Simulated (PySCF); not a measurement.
All values below come from B3LYP-D3(BJ)/def2-TZVP // B3LYP-D3(BJ)/def2-SVP run with PySCF. All species are isolated molecules in the gas phase. B3LYP has the VWN-RPA correlation part, as in Gaussian. Delta-SCF ions had no search for a lower state. 

Reference species (SMILES): `O(C)C` (neutral, multiplicity 1).

The HOMO–LUMO gap is 8.22 eV and the dipole moment comes out as 1.19 D. The vertical ionisation energy (Delta-SCF) comes out as 9.95 eV.

Changed species: `O` (free base H2O; the reference has free base O(CH3)2).

Q: Give the shifts of the HOMO–LUMO gap, dipole moment and vertical ionisation energy (Delta-SCF).

A: the HOMO–LUMO gap rises by 0.74 eV, to 8.96 eV; the dipole moment increases by 0.91 D, to 2.10 D; the vertical ionisation energy (Delta-SCF) goes up by 2.74 eV, to 12.69 eV.
